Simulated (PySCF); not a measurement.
# How the method changes the constants of AlP⁺

State: ⁴Σ⁻ (quartet), unpaired electrons σ ↑, π ↑↑. Set-up: PySCF, no relativity, basis sets Al def2-TZVPPD, P def2-TZVPPD. De refers to Al⁺ + P in their high-spin ground configurations, without counterpoise correction. The functionals are run spin-unrestricted. A positive dipole points towards P; it is taken about the centre of mass and depends on that origin. Levels whose curve was spin-contaminated or gave no clean fit are not listed.

```csv
Level,Re (Å),ωe (cm⁻¹),De (eV),μ (D)
ROHF-CCSD,2.620,167,0.422,n/a
ROHF-CCSD(T),2.566,197,0.499,n/a
PBE,2.463,281,0.96,-2.92
BLYP,2.510,249,0.78,-2.95
r²SCAN,2.433,297,0.95,-3.11
TPSSh,2.440,282,0.89,-3.09
B3LYP,2.501,242,0.72,-3.04
PBE0,2.460,268,0.84,-3.05
B97-3,2.477,261,0.78,-3.10
BHandHLYP,2.520,217,0.59,-3.15
CAM-B3LYP,2.501,226,0.64,-3.08
```

The bond length runs from 2.433 Å (r²SCAN) to 2.620 Å (ROHF-CCSD). De spans 0.42 eV (ROHF-CCSD, coupled cluster) to 0.96 eV (PBE, GGA).

Correlated steps freeze 10 core orbitals. For an ion De counts to the pair picked by the measured ionisation energies or electron affinities, which need not be the lowest pair at this level. The state was picked by a PBE0 search and need not be the measured ground state.

The whole job (state search and all levels along the bond) took about 6.4 min on 2 threads of Arm Neoverse V1 (shared host), peak memory 4 GiB.
